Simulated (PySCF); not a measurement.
H2O, SMILES O.

Coordinates come from a B3LYP-D3(BJ)/def2-TZVPD optimisation.

Level of theory: PBE/def2-TZVPD (PySCF).

Symmetry labels are those of the subgroup C2v that the program uses (full group C2v).

Computed valence orbital energies around the gap with their symmetry:
```json
[
 {"orbital": "HOMO−4", "symmetry": "A1", "energy (eV)": "-510.39"},
 {"orbital": "HOMO−3", "symmetry": "A1", "energy (eV)": "-25.30"},
 {"orbital": "HOMO−2", "symmetry": "B2", "energy (eV)": "-13.20"},
 {"orbital": "HOMO−1", "symmetry": "A1", "energy (eV)": "-9.30"},
 {"orbital": "HOMO", "symmetry": "B1", "energy (eV)": "-7.23"},
 {"orbital": "LUMO", "symmetry": "A1", "energy (eV)": "-0.64"},
 {"orbital": "LUMO+1", "symmetry": "B2", "energy (eV)": "1.05"},
 {"orbital": "LUMO+2", "symmetry": "B1", "energy (eV)": "1.90"},
 {"orbital": "LUMO+3", "symmetry": "A1", "energy (eV)": "1.98"}
]
```
